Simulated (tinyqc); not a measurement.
A ladder of methods, and size consistency: correlation methods against full CI in the sto-3g basis, for LiH, spin multiplicity 1. Computed by the program tinyqc with PySCF. All electrons correlated; +Q is the Davidson correction (1 - c0^2) E_corr. The last columns treat two copies 100 angstrom apart as one system. FCI is the lowest singlet.

Geometry (angstrom):
```
atom,x,y,z
Li,0.0000,0.0000,0.0000
H,0.0000,0.0000,2.0290
```

RHF energy of one = -7.827758 hartree

Correlation energies (hartree):
```
method,E_corr of one,share of FCI (%),E_corr of two at 100 angstrom,two minus twice one (mhartree)
MP2,-0.01793,57.567,-0.03587,-5.17e-05
CISD,-0.03113,99.926,-0.05931,2.951
CISD+Q,-0.03282,105.354,-0.06451,1.129
CCSD,-0.03113,99.940,-0.06227,-1.25e-04
CCSD(T),-0.03115,99.989,-0.06230,-1.24e-04
FCI,-0.03115,100.000,-,-
```

What does the comparison show, and why?

MP2 recovers 58 %, CISD 99.9 % and CCSD 99.9 % of the FCI value (c0^2 = 0.946 in CISD). MP2 and coupled cluster are size consistent, so their last column vanishes but for a trace of long-range electrostatics; CISD loses 2.95 mhartree, since a double excitation on each copy is a quadruple of the pair, and the Davidson correction leaves +1.13.
